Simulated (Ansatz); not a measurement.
# Stretching triplet Si2

The Si–Si distance is varied.

Basis set: def2-SVP (spherical functions). Charge 0, multiplicity 3.

Computed with Ansatz (development build ahead of 0.2.0), each point on the determinant that the search for low states chose. Each curve is measured from its own lowest point listed.

```json
{"r(Si–Si) (Å)": "2.700", "UHF (eV)": "0.000"}
{"r(Si–Si) (Å)": "3.150", "UHF (eV)": "0.664"}
{"r(Si–Si) (Å)": "3.600", "UHF (eV)": "0.942"}
{"r(Si–Si) (Å)": "4.050", "UHF (eV)": "1.066"}
{"r(Si–Si) (Å)": "4.500", "UHF (eV)": "1.125"}
{"r(Si–Si) (Å)": "5.175", "UHF (eV)": "1.162"}
{"r(Si–Si) (Å)": "5.850", "UHF (eV)": "1.175"}
{"r(Si–Si) (Å)": "6.750", "UHF (eV)": "1.180"}
```

Question: Give the PBE0 (unrestricted) curve at the same distances.

Answer: r (Å), E (eV) and a bar:
```
    2.700      0.000
    3.150      1.258 ##############
    3.600      2.117 #######################
    4.050      2.497 ###########################
    4.500      2.667 #############################
    5.175      2.742 ##############################
    5.850      2.770 ##############################
    6.750      2.780 ##############################
```

Caution at some points: the unrestricted determinant is a mixture of spin states. Caution for PBE0 (unrestricted) at some points: no wide search was run, a lower solution can exist.
